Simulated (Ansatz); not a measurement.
## Si: pressure series

The parent structure is Si in the diamond structure (space group Fd-3m, No. 227).

Si is modelled in the cubic space group Fd-3m, origin choice 1 (No. 227), the diamond structure, Pearson symbol cF8. Conventional cell: a = b = c = 5.4021 Å, α = β = γ = 90.00°. Si on 8b sees 4 Si at 2.339 Å (tetrahedral). (Neighbours: up to the widest gap in distance over summed covalent radii, below 1.35, at either atom.)
(The calculation used a cell of 2 atoms; values per cell refer to that cell.)

Cell and atoms are relaxed at each pressure.

Level of theory: Ansatz (an electronic-structure program), LDA, PAW, cutoff 420 eV, no spin-orbit coupling.

| pressure (GPa) | volume per atom (Å³/atom) |
|---|---|
| -2 | 20.135 |
| -1 | 19.913 |
| 0 | 19.706 |
| 0.9 | 19.525 |
| 4.5 | 18.881 |
| 9 | ? |
| 15 | 17.461 |
| 22.5 | 16.697 |
| 30 | 16.061 |

**Question.** Fit the third-order Birch–Murnaghan form P(V) = (3B₀/2)[(V₀/V)^(7/3) − (V₀/V)^(5/3)]·[1 + (3/4)(B₀′ − 4)((V₀/V)^(2/3) − 1)] (squares taken in P) to the rows shown and predict the withheld row.

**Answer.** Least squares on the printed values gives V₀ = 19.705 Å³/atom, B₀ = 97.3 GPa, B₀′ = 4.0; this predicts 18.209 Å³/atom, and the run gives 18.210 Å³/atom, in agreement.

Measured bulk modulus of Si: 100.8 GPa (static lattice; corrected from measurement; as listed in Jianwei Sun et al., Physical Review B (2011)); the computed value is 4 % below it.

Load acts through the strain it causes; cell and atoms are relaxed under it. Stability against distortions was not tested. Measured, Si leaves this structure (for the β-tin structure) near 12 GPa (room temperature; as listed in arXiv:1906.07825).
